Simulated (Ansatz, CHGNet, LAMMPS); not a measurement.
**2H-SiC: properties by level of theory**

Reference values: lattice constant a 3.076 Å (measured, room temperature, no zero-point or thermal correction; as tabulated in Paulus et al. (1997), arXiv:cond-mat/9701136); lattice parameter c 5.048 Å (measured, room temperature, no zero-point or thermal correction; as tabulated in Paulus et al. (1997), arXiv:cond-mat/9701136).

```
level (code)                  equilibrium lattice constant a (Å)  lattice parameter c (Å)
----------------------------  ----------------------------------  -----------------------
MEAM SiC.meam (LAMMPS)                                     3.083                    5.034
Tersoff SiC.tersoff (LAMMPS)                               3.056                    4.990
CHGNet-r²SCAN                                              3.074                    5.042
PBE-D4 (Ansatz)                                            3.072                    5.042
r²SCANh (Ansatz)                                           3.070                    5.038
Hartree–Fock (Ansatz)                                      3.083                    5.056
```

Differences from the reference values (errors of the level alone only where the reference is corrected to a static lattice):

```csv
level,lattice constant a (%),lattice parameter c (%)
MEAM SiC.meam,+0.23,-0.28
Tersoff SiC.tersoff,-0.65,-1.15
CHGNet-r²SCAN,-0.07,-0.12
PBE-D4,-0.13,-0.12
r²SCANh,-0.20,-0.20
Hartree–Fock,+0.23,+0.16
```

Nearest: lattice constant a, not ranked (reference at room or unstated temperature); lattice parameter c, not ranked (reference at room or unstated temperature).

Empirical potentials (MEAM SiC.meam, Tersoff SiC.tersoff) are fitted to chosen data: where that held the value shown, agreement is built in, and what lay outside the fit can be far off. Machine-learned potentials (CHGNet-r²SCAN) are trained on DFT data: a solid inside that data is no test of them.

Ansatz's density-functional and Hartree–Fock values are scalar-relativistic unless marked +SOC, with PAW data made under PBE.

Differences are worked out from the printed values.

Static lattice: no zero-point or thermal effects.

Ansatz is a first-principles code.
